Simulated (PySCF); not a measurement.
**Argon: a sound run and one with changed settings**

Sound run: Ar [Ar], Ar⁺ [Ne] 3s2 3p5. Computed with PySCF 2.14 in cc-pV(D+d)Z (4s3p2d, 23 functions), with no relativity, point nucleus. In the sound run the correlated levels freeze [Ne]. The sound run starts from symmetry-adapted Hartree-Fock orbitals and uses a fine grid where one is needed.

Changed run: all electrons correlated in a basis built for the valence shell.

```tsv
species	method	sound run (hartree)	changed run (hartree)	converged
Ar	MP2	-526.94457	-527.00616	yes
Ar	CCSD(T)	-526.95954	-527.01795	yes
Ar⁺	MP2	-526.37749	-526.43850	yes
Ar⁺	CCSD(T)	-526.39820	-526.45638	yes
```

Ionisation energy of Ar:

```json
{"method": "UHF", "sound run (eV)": "14.670", "changed run (eV)": "14.670"}
{"method": "MP2", "sound run (eV)": "15.431", "changed run (eV)": "15.447"}
{"method": "SCS-MP2", "sound run (eV)": "15.340", "changed run (eV)": "15.353"}
{"method": "CCSD", "sound run (eV)": "15.270", "changed run (eV)": "15.276"}
{"method": "CCSD(T)", "sound run (eV)": "15.275", "changed run (eV)": "15.281"}
```

A valence basis has no tight correlating functions, so it recovers only part of the core correlation, and not evenly between atom and ion.

For comparison, NIST gives 15.760 eV between the lowest levels.
